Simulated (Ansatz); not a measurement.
Zinc-blende MgS (metastable phase) was calculated with HSE06 (Ansatz, an electronic-structure program, PAW).

Settings: plane-wave cutoff 460 eV, 8×8×8 k mesh, Fermi–Dirac smearing 0.01 eV, scalar-relativistic PAW data made under PBE.

Cell (relaxed at this level):

```yaml
crystal:
  lattice:
    - [0.00000, -2.83149, 2.83149]
    - [2.83149, -2.83149, 0.00000]
    - [2.83149, 0.00000, 2.83149]
  atoms:
    - { symbol: Mg, position: [0.00000, 0.00000, 0.00000] }
    - { symbol: S, position: [0.25000, 0.25000, 0.25000] }
```

### Question
Give the computed bulk modulus B0, band gap, width of the whole s-p valence band and pressure derivative B′ of the bulk modulus.

### Answer

- bulk modulus B0 = 59.5 GPa
- band gap = 4.52 eV (on the SCF k mesh) (direct)
- width of the whole s-p valence band = 12.42 eV
- pressure derivative B′ of the bulk modulus = 4.0

Measured, for comparison: band gap 4.78 ± 0.1 eV (temperature not stated, extrapolated in composition from an alloy gap of 4.19 eV, direct; extrapolated from a Zn0.2Mg0.8S0.645Se0.355 epilayer; as tabulated in Lucero et al. (2012), arXiv:1111.4515).

Static lattice: no zero-point or thermal effects.

Computing time: very roughly 9 core-minutes.
